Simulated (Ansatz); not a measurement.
Compare A (`C=C=CN=C`) with its isomer B (`CC1=NC=C1`).

Program: Ansatz. Geometries: PBE0-D4/def2-TZVP. ΔE: electronic, gas phase. CCSD(T)/CBS is the MP2 limit (def2-TZVPP, def2-QZVPP) plus CCSD(T) − MP2 in def2-TZVPP, frozen cores. DFT in def2-TZVPP. B3LYP here is the variant with VWN-RPA as its local correlation; programs differ in this. One conformer a species, not always the lowest.

Which isomer does CCSD(T)/CBS put lower? Give the gap. (An estimate is asked.)

Ansatz gave: A, by 18.5 kcal/mol.

Give E(B) − E(A) in kcal/mol with LDA (SPW92), r2SCAN-D4, MP2/def2-TZVPP, B3LYP-D4, ωB97M-V, CCSD(T)/def2-TZVPP, B2PLYP. (An estimate is asked.)

The calculation gave: LDA (SPW92) 20.2, r2SCAN-D4 24.6, MP2/def2-TZVPP 18.4, B3LYP-D4 26.8, ωB97M-V 20.1, CCSD(T)/def2-TZVPP 18.9, B2PLYP 23.8. None reverses the order clearly.

Does the order hold for the free energy at 298.15 K (harmonic terms from PBE0-D4)? (Estimate.)

Computed: Yes: G(B) − G(A) = +19.3 kcal/mol, for one conformer each.

Largest T1 diagnostic: 0.019.

From r2SCAN to r2SCAN0 (25 % exact exchange), in def2-TZVPP and without D4, E(B) − E(A) moves by −2.0 kcal/mol. At CCSD(T), def2-SVP lies +0.9 kcal/mol from the extrapolated value and def2-TZVPP +0.4 kcal/mol.
